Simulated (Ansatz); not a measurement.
System: bcc Eu. Method: LDA (Ansatz, an electronic-structure program, PAW).

Numerical settings: plane-wave cutoff 500 eV, 22×22×22 k mesh, Fermi–Dirac smearing 0.1 eV, spin-polarised with parallel moments, scalar-relativistic PAW data made under PBE.

Cell (relaxed at this level):

```
CELL_PARAMETERS angstrom
     -2.05465     2.05465     2.05465
      2.05465    -2.05465     2.05465
      2.05465     2.05465    -2.05465
ATOMIC_POSITIONS crystal
  Eu 0.00000 0.00000 0.00000
```

Q: What does this level give for the magnetic moment per atom (the cell's total over its atoms)?

A: 
* **magnetic moment per atom (the cell's total over its atoms)**: 7.16 μB

Note: the 4f shell is treated without U or exact exchange, so its levels and filling can be wrong; the collinear magnetic order is the start's and need not be the measured one.

Moments are spin moments.

Spin–orbit coupling is not included.

Computed values are for the static lattice.

Computing time: very roughly 90 core-seconds.
